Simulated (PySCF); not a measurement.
Computed with PySCF with PBE-D3(BJ)/def2-TZVP // B3LYP-D3(BJ)/def2-TZVP. All species are isolated molecules in the gas phase. One relaxed conformer stands for a flexible species; it need not be the lowest. Excitations are Tamm–Dancoff values on a coarser integration grid. The basis has no diffuse functions, so Rydberg states are missing or too high.

Reference species (SMILES): `C=O` (neutral, multiplicity 1).

| Quantity | Result |
|---|---|
| S1–T1 gap (TDA) | 0.72 eV |
| HOMO–LUMO gap | 3.65 eV |

Changed species: `CN(C)C=O` (C–N–C–O torsion 0°) (X = dimethylamino; the reference has X = H).

Q: Predict the effect on the S1–T1 gap (TDA) and HOMO–LUMO gap.

A: the S1–T1 gap (TDA) decreases by 0.02 eV, to 0.70 eV; the HOMO–LUMO gap rises by 1.70 eV, to 5.35 eV.
